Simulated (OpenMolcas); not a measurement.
# AlClO (SMILES [O]=[Al][Cl]) at 6 levels

Wanted: a comparison of 6 runs (B3LYP/STO-3G, M06-2X/STO-3G, PBE/STO-3G, UB3LYP/STO-3G, UPBE/STO-3G, CISD/STO-3G) of AlClO. 

The calculation is run with OpenMolcas 26.06.

4 further runs of the same task are left out: 1 for a known fault of the program, 3 set aside as unsound or not needed.

**1. Starting point**

The species is AlClO (3 atoms), meant as a singlet with charge 0. SMILES: `[O]=[Al][Cl]`. One bond was lengthened or shortened from a relaxed shape.

Bond lengths: O1–Al2 1.566 Å, Al2–Cl3 2.517 Å. Angles: O1–Al2–Cl3 180.0°.

**2. The energy at B3LYP/STO-3G (run 1)**

Contents of geom.xyz:

```xyz
3

O      0.139010     2.191445     0.318139
Al     0.040880     0.644405     0.093559
Cl    -0.116820    -1.841490    -0.267330
```

Contents of test.input:

```
>>> EXPORT MOLCAS_PRINT=2
&gateway
baslib=$CurrDir
coord=geom.xyz
basis=STO-3G
group=NoSym
&seward
gridinput
Grid=UltraFine
End of Grid
&scf
ksdft=B3LYP
thresholds=1e-10 1e-07 1e-07 1e-05
prorbitals=1 1
```

The basis set STO-3G is read from a file made from the Basis Set Exchange's data (not shown).

Command:

```
export MOLCAS_MEM=1860
pymolcas test.input > test.log
```

Log:

```text
--- Start Module: gateway ---
[...]
--- Stop Module: gateway /rc=_RC_ALL_IS_WELL_ ---
--- Start Module: seward ---
[...]
      Basis functions           23
--- Stop Module: seward /rc=_RC_ALL_IS_WELL_ ---
--- Start Module: scf ---
[...]
       Convergence after  13 Iterations
[...]
::    Total KS-DFT energy                            -768.8504300340
[...]
      Total spin, S                                     0.0000000000
[...]
      Total electronic charge=   38.000000
      Total            charge=   -0.000000
[...]
      Dipole Moment (debye):
      Origin of the operator (angstrom)=   -0.0097   -0.1534   -0.0223
                   X=  1.1870E-01               Y=  1.8708E+00               Z=  2.7161E-01           Total=  1.8941E+00
      Quadrupole Moment (debye*angstrom):
[...]
--- Stop Module: scf /rc=_RC_ALL_IS_WELL_ ---
[...]
```

Run time: 3 s. Hardware: 1 thread of Arm Neoverse V2, shared host; peak memory 0.37 GiB.

**3. The energy at M06-2X/STO-3G (run 2)**

geom.xyz is that of step 2.

Contents of test.inp:

```
&GATEWAY
  BasLib
  $CurrDir
  Coord
  geom.xyz
  Basis
  STO-3G
  Group
  NoSym

&SEWARD
  GridInput
  Grid=UltraFine
  End of Grid

&SCF
  KSDFT
  M062X
  Thresholds
  1e-10 1e-07 1e-07 1e-05
  PrOrbitals
  1 1
```

The basis set STO-3G is read from a file made from the Basis Set Exchange's data (not shown).

Command:

```
export MOLCAS_MEM=1860
pymolcas test.inp > test.log
```

Log:

```text
--- Start Module: gateway ---
[...]
--- Stop Module: gateway /rc=_RC_ALL_IS_WELL_ ---
--- Start Module: seward ---
[...]
      Basis functions           23
--- Stop Module: seward /rc=_RC_ALL_IS_WELL_ ---
--- Start Module: scf ---
[...]
       Convergence after  13 Iterations
[...]
::    Total KS-DFT energy                            -768.8722724994
[...]
      Total spin, S                                     0.0000000000
[...]
      Total electronic charge=   38.000000
      Total            charge=   -0.000000
[...]
      Dipole Moment (debye):
      Origin of the operator (angstrom)=   -0.0097   -0.1534   -0.0223
                   X=  1.2160E-01               Y=  1.9164E+00               Z=  2.7824E-01           Total=  1.9403E+00
      Quadrupole Moment (debye*angstrom):
[...]
--- Stop Module: scf /rc=_RC_ALL_IS_WELL_ ---
[...]
```

Wall time 3.6 s (1 thread of Arm Neoverse V2, shared host); peak memory 0.37 GiB.

Run 3 isn't shown in full; the table further down has it.

**4. The energy at UB3LYP/STO-3G (run 4)**

geom.xyz is that of step 3.

Contents of test.input:

```
* AlClO Kohn-Sham DFT
&gateway
baslib=$CurrDir
coord=geom.xyz
basis=STO-3G
group=NoSym
&seward
gridinput
Grid=UltraFine
End of Grid
&scf
uhf
ksdft=B3LYP
thresholds=1e-10 1e-07 1e-07 1e-05
scramble=0.25
prorbitals=1 1
```

The basis set STO-3G is read from a file made from the Basis Set Exchange's data (not shown).

Command:

```
export MOLCAS_MEM=1860
pymolcas test.input > test.log
```

Log:

```text
--- Start Module: gateway ---
[...]
--- Stop Module: gateway /rc=_RC_ALL_IS_WELL_ ---
--- Start Module: seward ---
[...]
      Basis functions           23
--- Stop Module: seward /rc=_RC_ALL_IS_WELL_ ---
--- Start Module: scf ---
[...]
       Convergence after  18 Iterations
[...]
::    Total KS-DFT energy                            -768.8504300340
[...]
      Total spin, S                                     0.0000000000
[...]
      Total electronic charge=   38.000000
      Total            charge=   -0.000000
[...]
      Dipole Moment (debye):
      Origin of the operator (angstrom)=   -0.0097   -0.1534   -0.0223
                   X=  1.1870E-01               Y=  1.8708E+00               Z=  2.7161E-01           Total=  1.8941E+00
      Quadrupole Moment (debye*angstrom):
[...]
--- Stop Module: scf /rc=_RC_ALL_IS_WELL_ ---
[...]
```

Wall time 5.1 s (1 thread of Arm Neoverse V2, shared host); peak memory 0.37 GiB.

Run 5 isn't shown in full; the table further down has it.

**5. The energy at CISD/STO-3G (run 6)**

geom.xyz is that of step 4.

Contents of test.input:

```
>>> EXPORT MOLCAS_PRINT=2

&GATEWAY
  BasLib
  $CurrDir
  Coord
  geom.xyz
  Basis
  STO-3G
  Group
  NoSym

&SEWARD

&SCF
  Thresholds
  1e-10 1e-07 1e-07 1e-05
  PrOrbitals
  1 1

&MOTRA
  Frozen
  11

&GUGA
  Electrons
  16
  Spin
  1
  Inactive
  8
  Active
  0
  CIAll
  1

&CPF
  SDCI
```

The basis set STO-3G is read from a file made from the Basis Set Exchange's data (not shown).

Command:

```
export MOLCAS_MEM=1860
pymolcas test.input > test.log
```

Log:

```text
--- Start Module: gateway ---
[...]
--- Stop Module: gateway /rc=_RC_ALL_IS_WELL_ ---
[...]
      Basis functions           23
[...]
       Convergence after  13 Iterations
[...]
::    Total SCF energy                               -767.3877263844
[...]
      Total spin, S                                     0.0000000000
[...]
      *** WARNING: Default frozen orbitals is overwritten by user input.
      *** Default values:   8
[...]
--- Start Module: guga ---
[...]
--- Stop Module: guga /rc=_RC_ALL_IS_WELL_ ---
--- Start Module: cpf ---
[...]
      Active orbitals                            0       0
[...]
      Spin quantum number                      0.0
[...]
     FINAL CI ENERGY          -767.51368691
     FINAL CORRELATION ENERGY   -0.12596053  REFERENCE ENERGY    -767.38772638
[...]
     REL. CI ENERGY           -767.51368691
[...]
      Total electronic charge=   38.000000
      Total            charge=    0.000000
[...]
      Dipole Moment (debye):
      Origin of the operator (angstrom)=   -0.0097   -0.1534   -0.0223
                   X=  1.9037E-01               Y=  3.0006E+00               Z=  4.3563E-01           Total=  3.0381E+00
      Quadrupole Moment (debye*angstrom):
[...]
--- Stop Module: cpf /rc=_RC_ALL_IS_WELL_ ---
[...]
```

It took 1.5 s on 1 thread of Arm Neoverse V2, shared host; peak memory 0.37 GiB.

**6. Overview of the runs**

| run | level | scramble | integration grid | energy (Eh) | dipole moment (D) of the reference | HOMO energy (eV) | LUMO energy (eV) | wall time |
| --- | --- | --- | --- | --- | --- | --- | --- | --- |
| 1 | B3LYP/STO-3G | – | UltraFine | -768.850430 | 1.89 | -4.38 | -0.05 | 3 s |
| 2 | M06-2X/STO-3G | – | UltraFine | -768.872272 | 1.94 | -6.23 | 1.11 | 3.6 s |
| 3 | PBE/STO-3G | – | UltraFine | -768.442844 | 1.99 | -3.15 | -0.66 | 2.9 s |
| 4 | UB3LYP/STO-3G | 0.25 | UltraFine | -768.850430 | 1.89 | -4.38 | -0.05 | 5.1 s |
| 5 | UPBE/STO-3G | 0.25 | UltraFine | -768.442844 | 1.99 | -3.15 | -0.66 | 4.5 s |
| 6 | CISD/STO-3G | – | – | -767.513687 | 1.84 | -8.34 | 4.05 | 1.5 s |

**7. Results**

| quantity | value |
| --- | --- |
| run 6: total energy | -767.51369 Eh |
| run 6: dipole moment (mean-field density) | 1.84 D |
| run 6: HOMO energy (Hartree–Fock orbitals) | -8.34 eV |
| run 6: LUMO energy (Hartree–Fock orbitals) | 4.05 eV |
| run 6: HOMO–LUMO gap (Hartree–Fock orbitals) | 12.38 eV |
| run 6: correlation energy (11 core orbitals frozen) | -126.0 mEh |

What this shows: Over runs 1, 2, 3, 4, 5 the dipole moment (its size) runs from 1.89 D (B3LYP/STO-3G) to 1.99 D (PBE/STO-3G). Over runs 1, 2, 3, 4, 5 the HOMO–LUMO gap runs from 2.49 eV (PBE/STO-3G) to 7.35 eV (M06-2X/STO-3G). Totals of different functionals can't be ranked against each other. In runs 1, 2, 3, 4, 5, 6 the basis is minimal, so the values are rough. All runs together took 21 s, the longest 5.1 s.
